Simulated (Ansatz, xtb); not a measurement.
**Two isomers of C3H6S**

Structure I is `C1CSC1`, a singlet and structure II is `SC1CC1`, a singlet. Both are isolated molecules in the gas phase, relaxed with B3LYP/def2-SVP; the shapes shown needn't be the lowest conformers.

I (Å):

```xyz
10

C     0.2969   -0.8502   -1.4463
C    -0.0366    0.2484   -0.4147
C     1.1040   -1.7532   -0.4896
S     0.4283   -0.8667    0.9968
H    -0.6187   -1.3593   -1.7833
H     0.8428   -0.5057   -2.3400
H    -1.0807    0.5928   -0.3886
H     0.6280    1.1249   -0.4667
H     2.1947   -1.6245   -0.5696
H     0.8680   -2.8271   -0.5166
```

II (Å):

```yaml
atoms:
  - { symbol: C, position_ang: [0.6493, -0.4083, -1.2131] }
  - { symbol: C, position_ang: [0.2605, -0.2294, 0.2340] }
  - { symbol: C, position_ang: [0.8089, -1.5490, -0.2385] }
  - { symbol: S, position_ang: [-0.6782, -0.4059, -2.4346] }
  - { symbol: H, position_ang: [-0.1468, -1.3344, -3.2666] }
  - { symbol: H, position_ang: [1.5624, 0.1003, -1.5391] }
  - { symbol: H, position_ang: [-0.8063, -0.1772, 0.4694] }
  - { symbol: H, position_ang: [0.8919, 0.4163, 0.8509] }
  - { symbol: H, position_ang: [1.8272, -1.8276, 0.0501] }
  - { symbol: H, position_ang: [0.1127, -2.3873, -0.3269] }
```

Quicker runs give these differences E(II) − E(I): GFN2-xTB +8.1 kcal/mol; HF/STO-3G +25.5 kcal/mol (at GFN2-xTB geometries); r2SCAN-D4/def2-SVP +3.5 kcal/mol (at GFN2-xTB geometries).

Q: Estimate E(II) − E(I) at the level CCSD(T)/def2-SVP + ΔMP2/def2-TZVPP.

A: Calculated at CCSD(T)/def2-SVP + ΔMP2/def2-TZVPP: E(II) − E(I) = +7.2 kcal/mol, so structure I lies lower.

Level by level:

| level | geometry | E(II) − E(I) (kcal/mol) | departure from the last row (kcal/mol) | job, with rough time for the two |
| --- | --- | --- | --- | --- |
| GFN2-xTB | GFN2-xTB | +8.1 | +0.9 | optimisation, 0.18 s |
| HF/STO-3G | GFN2-xTB | +25.5 | +18.3 | single point, 0.42 s |
| r2SCAN-D4/def2-SVP | GFN2-xTB | +3.5 | −3.7 | single point, 3.8 s |
| B3LYP/def2-SVP | B3LYP/def2-SVP | +4.9 | −2.3 | optimisation, 40 s |
| HF/def2-SVP | B3LYP/def2-SVP | +3.0 | −4.2 | part of the CCSD(T) run |
| MP2/def2-SVP | B3LYP/def2-SVP | +2.6 | −4.6 | part of the CCSD(T) run |
| CCSD(T)/def2-SVP | B3LYP/def2-SVP | +3.7 | −3.5 | single point |
| CCSD(T)/def2-SVP + ΔMP2/def2-TZVPP | B3LYP/def2-SVP | +7.2 |  | single point, 23 s |

As drawn, II has 1 C–C, 1 S–H in place of 1 C–S, 1 C–H. Structure I has a 4-membered ring, II a 3-membered ring.

None of the levels shown reverses the order. The largest departure from CCSD(T)/def2-SVP + ΔMP2/def2-TZVPP is that of HF/STO-3G, 18.3 kcal/mol. The last row adds to CCSD(T) the change of the MP2 difference between the two basis sets, here +3.5 kcal/mol, a large step that makes the value less sure.

With harmonic frequencies from B3LYP/def2-SVP (ideal gas, rigid rotor, one conformer each, 298.15 K, 1 atm): the zero-point term adds −2.1 kcal/mol; ΔH is +5.4 and ΔG +5.0 kcal/mol.

The correlated steps freeze 8 core orbitals. Mirror images aren't counted in ΔG. Run with Ansatz 0.2.0, xtb 6.7.1; the last row on 2 threads of Intel(R) Xeon(R) Platinum 8259CL CPU @ 2.50GHz (Skylake/Cascade Lake) on a shared host.
